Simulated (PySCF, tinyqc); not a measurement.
Ways to converge the cycle: SCF convergence aids in the sto-3g basis, for H2O, spin multiplicity 1. Computed by the program tinyqc with PySCF. RHF with one setting changed at a time; a run stops when the energy changes by less than 1e-09 hartree and the error matrix is below 1e-5. The start is the Wolfsberg-Helmholz matrix. Damping d keeps d of the old density; a shift (hartree) raises the virtual levels; DIIS n extrapolates F over n matrices.

Geometry (angstrom):

| atom | x | y | z |
|---|---|---|---|
| O | 0.0000 | 0.0000 | 0.0000 |
| H | 0.0000 | 1.0050 | 0.9430 |
| H | 0.0000 | -1.0050 | 0.9430 |

lowest restricted solution found by these runs and by PySCF = -74.788978 hartree

Largest element of the error matrix X^T (FDS - SDF) X:

| iteration | plain | damping 0.3 | damping 0.6 | shift 0.4 | DIIS 3 | DIIS 8 |
|---|---|---|---|---|---|---|
| 1 | 4.7e-01 | 4.7e-01 | 4.7e-01 | 4.7e-01 | 4.7e-01 | 4.7e-01 |
| 2 | 3.0e-01 | 1.0e-01 | 2.2e-01 | 1.6e-01 | 3.0e-01 | 3.0e-01 |
| 3 | 1.6e-01 | 4.0e-02 | 1.0e-01 | 8.2e-02 | 2.3e-02 | 2.3e-02 |
| 4 | 8.3e-02 | 1.8e-02 | 6.8e-02 | 3.9e-02 | 5.0e-03 | 5.0e-03 |
| 5 | 4.2e-02 | 8.5e-03 | 4.6e-02 | 1.8e-02 | 7.8e-04 | 8.5e-04 |
| 6 | 2.1e-02 | 4.1e-03 | 3.2e-02 | 9.1e-03 | 5.1e-04 | 1.7e-05 |
| 8 | 5.4e-03 | 1.0e-03 | 1.6e-02 | 3.7e-03 | 5.4e-06 | - |
| 10 | 1.4e-03 | 3.0e-04 | 7.8e-03 | 2.1e-03 | - | - |
| 14 | 9.0e-05 | 6.9e-05 | 2.0e-03 | 6.5e-04 | - | - |
| 20 | - | 1.0e-05 | 3.2e-04 | 1.1e-04 | - | - |
| 30 | - | - | 4.5e-05 | - | - | - |

How each run ends:

| run | iterations | E (hartree) | state |
|---|---|---|---|
| plain | 18 | -74.78898 | lowest found |
| damping 0.3 | 21 | -74.78898 | lowest found |
| damping 0.6 | 42 | -74.78898 | lowest found |
| shift 0.4 | 29 | -74.78898 | lowest found |
| DIIS 3 | 9 | -74.78898 | lowest found |
| DIIS 8 | 7 | -74.78898 | lowest found |

What does the comparison show, and why?

6 of 6 runs reach the lowest restricted solution found, in 7 to 42 iterations (fastest: DIIS 8). Plain steps already contract here, so damping only slows them. DIIS 3 and DIIS 8 gain by cancelling the error over several earlier matrices, much as a quasi-Newton step does. The restricted reference is unstable here: a spin-polarised solution lies 0.0201 hartree lower (PySCF), so results built on it describe a poor reference.
